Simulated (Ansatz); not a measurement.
Input for Ansatz (development build ahead of 0.2.0):

```yaml
crystal:
  periodic: [false, false, false]
  atoms:
    - { symbol: Al, position_ang: [0.0, 0.0, 0.0] }
    - { symbol: H, position_ang: [0.0, 0.0, 2.736] }
    - { symbol: C, position_ang: [0.0, 3.4921, -0.6158] }
basis:
  gaussian: { orbitals: pcseg-2 }
magnetization:
  spin_polarized: true
hamiltonian:
  xc: hf
```

The input is written out in the form of the current development build from the run's settings.

The run gave:

```json
{
  "Converged": "yes",
  "Total energy": "-280.06191 hartree",
  "Spin squared of the determinant": "2.055",
  "Stability test": "minimum"
}
```

Caution: the unrestricted determinant is a mixture of spin states.
